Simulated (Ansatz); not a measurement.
# C₂H₄N₂S₂: basis-set convergence

An exercise on one series of results from a longer session: the logs are not shown, and one member is left open.

Program: Ansatz 0.2.0, Gaussian basis. Level of theory: one geometry, several basis sets. These are calculated values, not measurements.

Plan: PBE0-D4/def2-SVP; ωB97M-V/def2-SVP; PBE0-D4/def2-QZVPP; ωB97M-V/def2-QZVPP; the functionals' def2-TZVPP values are taken from earlier runs.

## The geometry

An earlier PBE0-D4 in a triple-zeta def2 set relaxation fixed the geometry.

SMILES `N/C=N/C(=S)S`, 10 atoms, charge 0, spin multiplicity 1.

Atoms are counted from 1 here; the program's logs count them from 0.

Bond lengths: N1–C2 1.330 Å, N1–H7 1.002 Å, N1–H8 1.007 Å, C2–N3 1.287 Å, C2–H9 1.094 Å, N3–C4 1.370 Å, C4–S5 1.646 Å, C4–S6 1.748 Å, S6–H10 1.342 Å. Angles: C2–N1–H7 121.1°, C2–N1–H8 119.5°, H7–N1–H8 119.4°, N1–C2–N3 121.5°, N1–C2–H9 116.6°, N3–C2–H9 121.9°, C2–N3–C4 117.8°, N3–C4–S5 128.2°, N3–C4–S6 108.2°, S5–C4–S6 123.6°, C4–S6–H10 95.5°.

Set-up of the first run:

Contents of in.yaml:

```yaml
crystal:
  periodic: [false, false, false]
  atoms:
    - {symbol: N, position_ang: [-0.253254, -2.125805, -0.469517]}
    - {symbol: C, position_ang: [0.186243, -0.873969, -0.379167]}
    - {symbol: N, position_ang: [-0.439648, 0.009781, 0.316214]}
    - {symbol: C, position_ang: [0.024134, 1.298525, 0.278374]}
    - {symbol: S, position_ang: [1.011150, 1.992140, -0.841065]}
    - {symbol: S, position_ang: [-0.647533, 2.159677, 1.643570]}
    - {symbol: H, position_ang: [0.259808, -2.818778, -0.980824]}
    - {symbol: H, position_ang: [-1.105095, -2.387089, -0.001144]}
    - {symbol: H, position_ang: [1.105801, -0.637384, -0.922227]}
    - {symbol: H, position_ang: [-0.058507, 3.331705, 1.358687]}
basis:
  gaussian: {orbitals: def2-SVP}
hamiltonian: {xc: pbe0, dispersion: d4}
output: {orbitals: {seedname: orbitals}}
```

Among the steps run: PBE0-D4 in def2-SVP; ωB97M-V in def2-SVP; PBE0-D4 in def2-QZVPP; ωB97M-V in def2-QZVPP.

One table of the session follows, with a row left open; its other results are not shown here.

It belongs to the step «Density functionals: the series». 

```
functional       basis  HOMO (eV)  LUMO (eV)
   PBE0-D4    def2-SVP          ?          ?
   PBE0-D4  def2-TZVPP      -6.18      -1.86
   PBE0-D4  def2-QZVPP      -6.23      -1.93
   ωB97M-V    def2-SVP      -8.15       0.49
   ωB97M-V  def2-TZVPP      -8.35       0.16
   ωB97M-V  def2-QZVPP      -8.41       0.05
```

Q: Estimate the row for PBE0-D4, def2-SVP from the others.

The run gave: HOMO (eV): -6.02; LUMO (eV): -1.61. In the column «HOMO (eV)» it is the highest.
